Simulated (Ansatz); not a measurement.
**hcp Sc**

Calculation: PBE0 (Ansatz, a first-principles code, PAW).

Run with plane-wave cutoff 460 eV, 9×9×6 k mesh (along the axes of the cell as run), Fermi–Dirac smearing 0.05 eV, scalar-relativistic PAW data made under PBE.

Cell (relaxed at this level):

Sc has the hexagonal space group P6₃/mmc (No. 194), the hcp (Mg type) structure, Pearson symbol hP2. Lattice parameters: a = 3.3462 Å, b = 3.3462 Å, c = 5.1952 Å, α = 90.00°, β = 90.00°, γ = 120.00°. Sc on 2c has 12 Sc at 3.237–3.346 Å (anticuboctahedral). (Neighbours: up to the widest gap in distance over summed covalent radii, below 1.35, at either atom.)

```
Property                          Value
------------------------------  -------
equilibrium lattice constant a  3.346 Å
c axis length                   5.195 Å
```

Measured, for comparison: lattice constant a 3.309 Å, lattice parameter c 5.268 Å (293 K, not corrected to a static lattice; as tabulated in Wikipedia's data pages). Computed (rounded) less measured: lattice constant a +1.1 %, lattice parameter c -1.4 %. A static lattice is as a rule a little smaller and stiffer than an uncorrected measurement, which narrows the difference in the lattice parameter c and would widen misses of the other sign.

The computed numbers hold no vibrational or temperature effects.

Computing time: very roughly 19 core-minutes.
